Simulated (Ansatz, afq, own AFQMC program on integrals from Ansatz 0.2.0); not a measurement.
AFQMC on a folder of integrals that Ansatz 0.2.0 wrote.

```yaml
crystal:
  periodic: [false, false, false]
  atoms:
    - {symbol: Ge, position_ang: [-0.002248, 0.000000, 0.318665]}
    - {symbol: B, position_ang: [-0.066617, -0.000001, -1.629219]}
    - {symbol: H, position_ang: [1.160664, 0.000000, -1.028885]}
    - {symbol: H, position_ang: [-0.142071, -1.038714, -2.230917]}
    - {symbol: H, position_ang: [-0.142072, 1.038712, -2.230918]}
basis:
  gaussian: {orbitals: cc-pVDZ}
magnetization: {spin_polarized: false}
correlation: {method: ccsd_t, electrons: outside_noble_gas, hamiltonian_folder: ham}
```

```sh
$ ansatz run in.yaml --threads 1 --pin off --events-out ev --progress --plain --max-ram 1382MiB
```

Options of the walk:

```
--method free --trial cisd --walkers 20 --time-step 0.08 --max-blocks 60 --target-error 0.00076 --factor-cut 1e-05 --seed 8059 --times 0.0,0.4,0.8,1.6,2.4 --taylor-order 4
```

Times are imaginary, in 1/Eh. The walk had a cap of 262 s. Filled inner d shells are frozen with the cores.

afq prints:

```
orbitals 41  electrons 5 5  factors 339 of 588
reference energy -2101.68868666 Eh
CCSD correlation -0.21234472 Eh in 11 cycles, weight of the determinant in the CISD state 0.8709
repeat  energy at the last time / Eh  error
    10  -2101.911073  0.002330
    20  -2101.909367  0.001523
    30  -2101.908777  0.001332
    40  -2101.908586  0.001007
    50  -2101.908501  0.000880
    60  -2101.908873  0.000807
time / (1/Eh)  energy / Eh  error  mean overlap
  0.00  -2101.900433  0.000358  1.1461
  0.40  -2101.905256  0.000521  1.1445
  0.80  -2101.907273  0.000542  1.1546
  1.60  -2101.908420  0.000570  1.1323
  2.40  -2101.908873  0.000807  1.1399
energy -2101.908873 +/- 0.000807 Eh
```

The run passed its tests (error under three times the target), which doesn't prove that it has relaxed.

Against this walk (error 22.0 meV) on the same determinant: CCSD(T) 25.8 meV higher (within the noise), CCSDT(Q) 13.4 meV lower (within the noise). The error is statistical, and a free projection of finite length keeps a remainder of its start. The last points still move (meV from the last: 230 ± 10 at 0.00, 98 ± 14 at 0.40, 44 ± 15 at 0.80, 12 ± 16 at 1.60, 0 ± 22 at 2.40), but the last one has reached CCSDT(Q) within the noise or passed it, so little can be left to fall.

Cautions: remainder of the start not in the error; error above the target (22.0 against 20.7 meV); no relativity below Rb; no spin-orbit coupling; inner d shell frozen; restricted determinant unstable towards unrestricted (UHF 10 meV lower, ⟨S²⟩ 0.16); so few walkers bias the energy; the time-step error isn't removed.

The walk took 17 s on 1 thread of Arm Neoverse V1, with other jobs on the host. The log's last line is the free-projection energy.

CCSDT and higher add their correlation energy to the determinant of the CCSD(T) run, since their own runs factorise the integrals more tightly (a shift of under 2 meV). A walk keeps the symmetry of its determinant, which the program's search chose and which needn't be the lowest solution, so a lower state of the same spin and another symmetry isn't excluded.
